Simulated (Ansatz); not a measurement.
**Wavefunction methods compared: CH, doublet**

Calculated in Ansatz's Gaussian-basis code; BCCD by scripts on PySCF. Settings: 6-31G; 1 core orbital frozen; no relativity. Perturbation and coupled-cluster methods stand on the Hartree–Fock determinant that coupled cluster favours; RHF here means ROHF, with semicanonical perturbation theory. The state met can change along the bond. The basis is small, far from the limit. The unrestricted determinant is a mixture of spins, so it may stand for another state.

Correlation energy of CCSD(T), then each method's total less that of CCSD(T), in eV:

| case | E corr CCSD(T) | CCSD | BCCD | BCCD(T) | determinant |
| --- | --- | --- | --- | --- | --- |
| 1.232 Å RHF | -1.901 | +0.022 | +0.023 | 0.000 | – |
| 1.568 Å RHF | -2.272 | +0.033 | +0.035 | +0.001 | – |
| 1.568 Å UHF | -2.123 | +0.032 | +0.032 | -0.002 | ⟨S²⟩ = 0.996 |
| 1.792 Å RHF | -2.601 | +0.048 | +0.050 | +0.002 | – |
| 2.520 Å RHF | -4.207 | +0.137 | +0.130 | +0.016 | 0.51 eV over the lowest such Hartree–Fock solution met |
| 3.192 Å UHF | -1.025 | +0.011 | +0.010 | 0.000 | ⟨S²⟩ = 1.744 |

**Question.** Give full CI less CCSD(T). Is CCSD(T) good to 1 kcal/mol?

**Answer.** 1.232 Å RHF: -0.009 eV (within); 1.568 Å RHF: -0.012 eV (within); 1.568 Å UHF: -0.014 eV (within); 1.792 Å RHF: -0.015 eV (within); 2.520 Å RHF: +0.012 eV (within); 3.192 Å UHF: -0.019 eV (within, spin-contaminated determinant).

Several Brueckner solutions were met.
